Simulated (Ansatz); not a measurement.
**SiPO+ (quintet): from Hartree-Fock to the top rungs, def2-QZVPP**

The task here is to estimate one member of a computed series from the others.

Method: def2-QZVPP, core rule «outside noble gas», up to 11 orbitals frozen; program: Ansatz 0.2.0, Gaussian basis.

To be run: UHF; ROHF; CCSD(T) on UHF.

### What is computed

The geometry is a PBE0/def2-TZVP stationary point (not a proven minimum) of the parent state, kept for this charge and spin.

3 atoms, charge 1, spin multiplicity 5.

Atoms are counted from 1 here; the program's logs count them from 0.

Bond lengths: O1–P2 1.484 Å, P2–Si3 2.271 Å. Angles: O1–P2–Si3 116.0°.

Set-up of the first run:

in.yaml reads:

```yaml
crystal:
  periodic: [false, false, false]
  atoms:
    - {symbol: O, position_ang: [0.000000, -0.621986, 1.603231]}
    - {symbol: P, position_ang: [0.000000, 0.473546, 0.601473]}
    - {symbol: Si, position_ang: [0.000000, -0.167920, -1.576637]}
basis:
  gaussian: {orbitals: "def2-QZVPP.json"}
total_charge: 1
magnetization: {spin_polarized: true, initial_magnetization: 4}
hamiltonian: {xc: hf}
output: {orbitals: {seedname: orbitals}}
```

Started as:

```sh
ansatz run in.yaml --threads 1 --pin off --events-out ev --progress --plain --max-ram 2393MiB
```

Among the steps run: UHF; ROHF; CCSD(T) on UHF.

One of the session's tables, all rows but one given; the rest of the session is left out.

| method | from UCCSD(T) (meV) |
| --- | --- |
| ROHF | +12846.6 |
| UHF | +12563.8 |
| UMP2 | +1666.9 |
| UCCSD | ? |
| UCCSD(T) | 0 |

Q: Estimate the row for UCCSD from the others.

The run gave: from UCCSD(T) (meV): +721.6. In the column «from UCCSD(T) (meV)» it lies between UCCSD(T) (0) and UMP2 (+1666.9).
